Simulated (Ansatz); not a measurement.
Results of r²SCAN (Ansatz, an electronic-structure program, plane waves, PAW) for 1T (CdI2-type) VSe2.

Numerical settings: plane-wave cutoff 560 eV, 18×18×10 k mesh (along the axes of the cell as run), Fermi–Dirac smearing 0.05 eV, spin-polarised with parallel moments, scalar-relativistic PAW data made under PBE.

The cell is scaled about its equilibrium volume:

Shape and atoms are relaxed at each volume.

```
V (Å³/atom)  P (GPa)  c (Å)  a (Å)
-----------  -------  -----  -----
20.704          1.01  6.172  3.409
21.135          0.44  6.275  3.416
21.566          0.00  6.381  3.422
21.998         -0.31  6.492  3.426
22.429         -0.53  6.607  3.429
```

Note: the magnetic order was assumed, not searched for or taken from measurement; the cell comes from a level without a dispersion term, which matters for the spacing of layers, chains or molecules; the volume lies 8 % above that of the published cell.
